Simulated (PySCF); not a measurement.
**LiMg+: bond curves at several levels of theory**

One table from this session's results is given with a row withheld; the runs are named, their logs left out.

Method: Li cc-pVDZ, Mg cc-pVDZ, no relativity; program: PySCF 2.14.0.

The first run:

A driver script around PySCF takes these settings:

| Property | Result |
| --- | --- |
| atoms | Li, Mg |
| charge | 1 |
| basis | Li cc-pVDZ, Mg cc-pVDZ |
| Hamiltonian | no relativity |
| basis functions | 32 |
| electrons treated | 14 |
| masses in u | 7.0160, 23.9850 |
| levels | PBE0, PBE, r²SCAN, BHandHLYP, B3LYP, BLYP, CAM-B3LYP, HF, MP2, SCS-MP2, CCSD, CCSD(T) |
| grid | 80 radial by 434 angular points |
| occupations | held fixed by the projection of orbital angular momentum |
| dissociation limit | Li+ + Mg, each in its ground configuration |
| starting distance in angstrom | 2.740 |
| values of 2S to try | 0, 2 |

The run is started by

```sh
$ OMP_NUM_THREADS=1 python dia.py task.json out
```

Steps of the session up to this table: Set-up; First curve: PBE0; Excited determinants; PBE (GGA); r²SCAN; BHandHLYP (global hybrid GGA); B3LYP (global hybrid GGA); BLYP; CAM-B3LYP; RHF (mean field); Adding correlation.

One table of the session follows, with a row left open; its other results are not shown here.

It belongs to the step «The curves together». Energy (eV) from each level's lowest point:

| R (Å) | RHF | RHF-MP2 | RHF-SCS-MP2 | RHF-CCSD | RHF-CCSD(T) |
| --- | --- | --- | --- | --- | --- |
| 2.499 | 0.226 | 0.206 | 0.206 | n/a | n/a |
| 2.615 | 0.115 | 0.101 | 0.101 | 0.098 | 0.097 |
| 2.732 | 0.047 | 0.038 | 0.037 | 0.036 | 0.036 |
| 2.819 | 0.017 | 0.011 | 0.011 | 0.011 | 0.011 |
| 2.906 | ? | ? | ? | ? | ? |
| 2.993 | 0.000 | 0.000 | 0.000 | 0.001 | 0.001 |
| 3.109 | 0.011 | 0.015 | 0.015 | 0.017 | 0.017 |
| 3.255 | 0.041 | 0.049 | 0.049 | 0.053 | 0.053 |
| 3.429 | 0.092 | 0.105 | 0.106 | 0.112 | 0.112 |
| 3.662 | 0.175 | 0.193 | 0.194 | n/a | n/a |

**Question.** Estimate the row for R (Å) = 2.906.

Worked estimate for «RHF». A straight line through the neighbours (2.819, 0.017) and (2.993, 0.000) gives 0.017 + (0.000 − 0.017) × (2.906 − 2.819) / (2.993 − 2.819) = 0.008; a parabola fitted to 4 rows on both sides gives 0.003.

The run gave: RHF: 0.003; RHF-MP2: 0.000; RHF-SCS-MP2: 0.000; RHF-CCSD: 0.000; RHF-CCSD(T): 0.000. In «RHF» the line misses by +0.005 and the parabola by 0.000.

State 2 has its PBE0 minimum 1.92 eV higher. The other levels ran on the lowest alone.
